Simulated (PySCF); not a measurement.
## Basis-set dependence of LiS⁺ at PBE

PySCF, UKS reference; triplet, unpaired electrons π ↑↑; De to Li⁺ + S without counterpoise correction.

| basis | relativity | functions | Re (Å) | ωe (cm⁻¹) | De (eV) | μ (D) |
| --- | --- | --- | --- | --- | --- | --- |
| def2-SVP | no relativity | 27 | 2.515 | 317 | 0.93 | -7.99 |
| 6-311G(d,p) | no relativity | 44 | 2.483 | 339 | 0.83 | -7.77 |
| def2-TZVP | no relativity | 51 | 2.464 | 345 | 0.84 | -7.60 |

Task: How does each smaller set differ from the one with most functions, def2-TZVP?

Result: def2-SVP: +5.1 pm, -8.1 % in ωe, +0.09 eV in De; 6-311G(d,p): +1.9 pm, -1.7 % in ωe, -0.01 eV in De. All at PBE; the set with most functions is neither the basis-set limit nor always the best.

A positive dipole points towards S; it is taken about the centre of mass and depends on that origin. For an ion De counts to the pair picked by the measured ionisation energies or electron affinities, which need not be the lowest pair at this level. The state is the lowest determinant that a PBE0 search found; another state may lie lower at other levels.
